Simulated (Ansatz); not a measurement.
A made-up structure of CH$_{3}$BN, doublet:

```tsv
atom	x (Å)	y (Å)	z (Å)
B1	-1.0999	0.0902	-0.6319
C2	0.1657	0.0045	0.0497
N3	0.5272	-0.4183	1.2360
H4	-2.0366	0.2302	-1.3257
H5	0.9092	0.4072	-0.6773
H6	0.4224	0.7109	0.7972
```

It is relaxed with PBE-D4/def2-SVP and then PBE0-D4/def2-TZVP (Ansatz 0.2.0). Atoms count as bonded within 1.22 times the sum of their covalent radii (H–H: 0.88 Å). The end point is not checked to be a true minimum.

Problem. Does its bonding change? (A judgement: the text doesn't fix the answer.)

Solution. The calculation gives: Yes. Formed: B1–H5; broken: C2–H5, C2–H6.

Where it ends: The first stage lowers the energy by 5.56 eV in 27 steps. It ends as CH₃BN ([BH2][C][NH]):
```tsv
atom	x (Å)	y (Å)	z (Å)
B1	-0.6764	0.2076	-1.0377
C2	0.0127	0.0422	0.2493
N3	0.5801	-0.2022	1.2721
H4	-1.8651	0.1155	-1.0558
H5	-0.0179	0.4427	-2.0036
H6	0.8547	0.4189	2.0238
```

Labels in which every atom is bracketed show which atoms are joined, not bond orders.

For scale, one of the runs: PBE0-D4/def2-TZVP relaxation, 111 basis functions, launched by `ansatz run in.yaml --threads 2 --pin off --events-out ev --progress --plain --max-ram 4352MiB`. Hardware: 2 CPU threads of an Intel Xeon Platinum 8375C, shared host. Wall time about 15 s.
